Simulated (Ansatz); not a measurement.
We consider litharge SnO, described by r²SCAN (Ansatz, a quantum-chemistry and plane-wave program, plane waves, PAW).

Run with plane-wave cutoff 560 eV, 10×10×8 k mesh (along the axes of the cell as run), Fermi–Dirac smearing 0.01 eV, scalar-relativistic PAW data made under PBE.

Cell (relaxed at this level):

```cif
data_O2Sn2
_chemical_formula_sum 'Sn2 O2'
_space_group_name_H-M_alt 'P4/nmm :1'
_space_group_IT_number 129
_space_group_name_Hall 'P 4ab 2ab -1ab'
_cell_length_a 3.80769
_cell_length_b 3.80769
_cell_length_c 4.93766
_cell_angle_alpha 90.000
_cell_angle_beta 90.000
_cell_angle_gamma 90.000
loop_
_space_group_symop_operation_xyz
  'x, y, z'
  '-y+1/2, x+1/2, z'
  '-x, -y, z'
  'y+1/2, -x+1/2, z'
  'x+1/2, -y+1/2, -z'
  '-y, -x, -z'
  '-x+1/2, y+1/2, -z'
  'y, x, -z'
  '-x+1/2, -y+1/2, -z'
  'y, -x, -z'
  'x+1/2, y+1/2, -z'
  '-y, x, -z'
  '-x, y, z'
  'y+1/2, x+1/2, z'
  'x, -y, z'
  '-y+1/2, -x+1/2, z'
loop_
_atom_site_label
_atom_site_type_symbol
_atom_site_symmetry_multiplicity
_atom_site_Wyckoff_symbol
_atom_site_fract_x
_atom_site_fract_y
_atom_site_fract_z
_atom_site_occupancy
Sn1 Sn 2 c 0.00000 0.50000 0.23233 1
O1 O 2 a 0.00000 0.00000 0.00000 1
```

Problem. Give the computed bulk modulus, band gap, smallest direct gap on the k points sampled and Γ–Γ gap.

Solution. 
bulk modulus: 23.2 GPa
band gap: 0.36 eV
smallest direct gap on the k points sampled: 2.37 eV
Γ–Γ gap: 2.37 eV

Measured, for comparison: bulk modulus 35 ± 1 GPa (temperature not stated, not corrected to a static lattice, equation of state from high-pressure X-ray diffraction; as tabulated in Giefers, Porsch, Wortmann, Structural study of SnO at high pressure …). Computed (rounded) less measured: bulk modulus -34 %.

Note: the cell comes from a level without a dispersion term, which matters for the spacing of layers, chains or molecules; the bulk modulus comes from volumes at which shape and atoms were relaxed.

Spin–orbit coupling is not included.

Computed values are for the static lattice.

Computing time: about 8 core-minutes (a rough figure).
